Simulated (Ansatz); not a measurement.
Consider the isomerisation: `N/C=C/C=O` → `COC=C=N`.

Gas-phase electronic energies from Ansatz, PBE0-D4/def2-TZVP geometries. CCSD(T)/CBS adds triple-zeta CCSD(T) − MP2 to the extrapolated MP2 energy (def2 sets, frozen cores). Functionals use def2-TZVPP. B3LYP here is the variant with VWN-RPA as its local correlation; programs differ in this. HSE06 is defined as in plane-wave codes. One conformer a species, not always the lowest.

```
             level  ΔE (kJ/mol)  difference from CCSD(T)/CBS
       LDA (SPW92)        181.5                         11.1
            PBE-D4        176.3                          5.9
            B97M-V        177.0                          6.6
          B3LYP-D4        173.1                          2.7
        r2SCAN0-D4        181.3                         10.9
          HSE06-D4        178.8                          8.4
           ωB97M-V        169.6                         -0.8
              BLYP        168.3                         -2.1
             B3LYP        171.8                          1.4
             HSE06        178.3                          7.9
           LC-ωPBE        174.5                          4.1
  CCSD(T)/def2-SVP        168.9                         -1.5
SCS-MP2/def2-TZVPP        170.4                          0.0
   CCSD/def2-TZVPP        164.6                         -5.8
SCS-MP2/def2-QZVPP        173.6                          3.2
     MP2/CBS(def2)        182.8                         12.4
       CCSD(T)/CBS        170.4                            0
```

Largest T1 diagnostic among the species: 0.016.

Leaving LDA and LC-ωPBE aside and taking each functional with its dispersion term where it has one, the values spread over 11.7 kJ/mol, from ωB97M-V to r2SCAN0-D4. LDA lies +5.9 kJ/mol from PBE without D4. From BLYP to BHLYP (50 % exact exchange), in def2-TZVPP and without D4, ΔE moves by +6.7 kJ/mol.
